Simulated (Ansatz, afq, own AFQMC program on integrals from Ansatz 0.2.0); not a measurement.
AlNH, quartet in cc-pVDZ, levels against CCSDT(Q)

```xyz
3

Al    0.0000   -0.1928    1.4097
N     0.0000    0.2837   -2.8729
H     0.0000    1.2194    2.1872
```

Connectivity, by distances: AlH ··· N.

Basis cc-pVDZ. Noble-gas cores (and the filled d shells of Ga–Kr and In–Xe) are frozen. Ansatz 0.2.0 and our own AFQMC program on the same integrals; the CISD trial comes from CCSD amplitudes, and released means the phaseless constraint is let go. ± is one standard error of the sampling.

Determinant: UHF, the one that the program's search chose, which needn't be the lowest solution. The geometry is a point of a scan.

No full CI on the walks' own integrals is used here; CCSDT(Q) serves as the reference and is uncertain by about the last step of the cluster series.

Cautions: lower spins were not checked; an unrestricted solution with more broken spin lies lower (16 meV, ⟨S²⟩ 3.92).

The T1 diagnostic is 0.0112 and the weight of the determinant in the CISD state is 0.892. The ⟨S²⟩ of the determinant is 3.756 and the size of the correlated space is 9 electrons in 31 orbitals.

| level | correlation energy (eV) |
| --- | --- |
| MP2 | -3.3422 |
| CCSD | -4.3737 |
| CCSD(T) | -4.4183 |

Question: Estimate where phaseless AFQMC with the Hartree–Fock trial lies against CCSD(T) on the same integrals.

Answer: 1.0 ± 4.1 kJ/mol above CCSD(T). The gap is under twice the noise, so this walk alone can't tell the two apart.

Reference: CCSDT(Q), correlation energy -4.433 eV. The released energy is read at 2.40 1/Eh (meV from the phaseless value at times in 1/Eh: 9 ± 9 at 0.24, 6 ± 9 at 0.51, 7 ± 10 at 0.99, -9 ± 9 at 1.62, 8 ± 8 at 2.40).

| level | E − E(reference) (kJ/mol) | share of correlation (%) |
| --- | --- | --- |
| CCSD(T) | 1.4 | 99.67 |
| CCSDT | 0.2 | 99.96 |
| ph-AFQMC/HF | 2.5 ± 4.1 | 99.42 |
| ph-AFQMC/CISD | -0.3 ± 0.8 | 100.06 |
| released AFQMC | 0.6 ± 0.8 | 99.87 |

A walk keeps the symmetry of its determinant, which the program's search chose and which needn't be the lowest solution, so a lower state of the same spin and another symmetry isn't excluded. Released energies are given only where the last usable release times agree within the noise; a slower fall can still hide under it.
